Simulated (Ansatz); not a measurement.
C₃H₄, SMILES C=C=C: a ladder of basis sets, run with Ansatz 0.2.0 through its Python package.

The script, `basis_c3h4.py`:
```python
import ansatz as az

geometry_ang = [
    ("C", [-1.0018, 0.2845, -0.6866]),
    ("C", [-0.0114, -0.0091, -0.0043]),
    ("C", [1.0022, -0.3403, 0.6776]),
    ("H", [-1.8747, -0.2656, -0.6786]),
    ("H", [-1.0386, 1.2142, -1.3318]),
    ("H", [1.7976, -0.9694, 0.267]),
    ("H", [1.1879, 0.0177, 1.7109]),
]
geometry = az.Crystal.molecule()
for symbol, xyz in geometry_ang:
    geometry = geometry.atom(symbol, xyz)

calc = geometry.calculation().correlation("mp2")

energies = {}
for basis in ["cc-pVDZ", "cc-pVTZ"]:
    report = calc.basis(gaussian=basis).run(threads=1).report
    size = report["n_frozen"] + report["n_occupied"][0] + report["n_virtual"][0]
    energies[basis] = (report["reference_energy_ev"] / 27.211386246, report["free_energy_ev"] / 27.211386246)
    print(f"{basis:14s} {size:4d} orbitals  reference {energies[basis][0]:14.6f} Ha  total {energies[basis][1]:14.6f} Ha")

small, large = (energies[b][1] - energies[b][0] for b in ("cc-pVDZ", "cc-pVTZ"))
limit = (3 ** 3 * large - 2 ** 3 * small) / (3 ** 3 - 2 ** 3)
print(f"correlation energy: {small:.6f} and {large:.6f} Ha, extrapolated {limit:.6f} Ha")
print(f"share caught by the larger set: {100 * large / limit:.1f} %")
```

How far does the total energy move along this ladder of basis sets?

Against cc-pVDZ: cc-pVTZ -123.3 mHa. The last step alone is -123.31 mHa.

What the script printed:

```console
$ python basis_c3h4.py
cc-pVDZ          62 orbitals  reference    -115.860194 Ha  total    -116.246130 Ha
cc-pVTZ         146 orbitals  reference    -115.896101 Ha  total    -116.369436 Ha
correlation energy: -0.385936 and -0.473335 Ha, extrapolated -0.510134 Ha
share caught by the larger set: 92.8 %
```

The settings weren't tested for convergence. The geometry is a force-field or estimated start, not a minimum of this method, and the last set is no limit. Much of the fall in a total is atomic energy, which cancels in bond and reaction energies. Inner cores stay frozen, so this is valence correlation. An extrapolation from small basis sets is rough. Timing: 1.8 s on 1 thread of Intel(R) Xeon(R) Processor @ 2.30GHz, on a shared host, peak memory 0.29 GiB.
